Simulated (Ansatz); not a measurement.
C4H7N can be A, `CC#CNC`, or B, `C=NC(=C)C`.

Program: Ansatz. Geometries: PBE0-D4/def2-TZVP. ΔE: electronic, gas phase. CBS: MP2 limit from def2 TZ/QZ plus the TZ coupled-cluster correction, frozen cores. DFT in def2-TZVPP. B3LYP here is the variant with VWN-RPA as its local correlation; programs differ in this. Each species was taken in one conformer, which may not be the lowest.

Q: Which isomer does CCSD(T)/CBS put lower? Give the gap. (Best estimate.)

A: Computed: B, by 20.2 kcal/mol.

Q: Give E(B) − E(A) in kcal/mol with PBE-D4, r2SCAN-D4, B2PLYP, CCSD/def2-TZVPP, PBE0-D4, B3LYP, CCSD(T)/def2-TZVPP. (Best estimate.)

A: The calculation gave: PBE-D4 -19.7, r2SCAN-D4 -20.3, B2PLYP -18.5, CCSD/def2-TZVPP -19.9, PBE0-D4 -18.6, B3LYP -18.3, CCSD(T)/def2-TZVPP -21.0. None reverses the order clearly.

Largest T1 diagnostic: 0.012.

The D4 term adds −1.5 kcal/mol with B3LYP and −0.8 kcal/mol with PBE0; it sums over pairs of atoms, weighted by their polarisabilities, and B3LYP, whose exchange is more repulsive, gets the larger term. From PBE to PBE0 (25 % exact exchange), in def2-TZVPP and without D4, E(B) − E(A) moves by +0.9 kcal/mol.
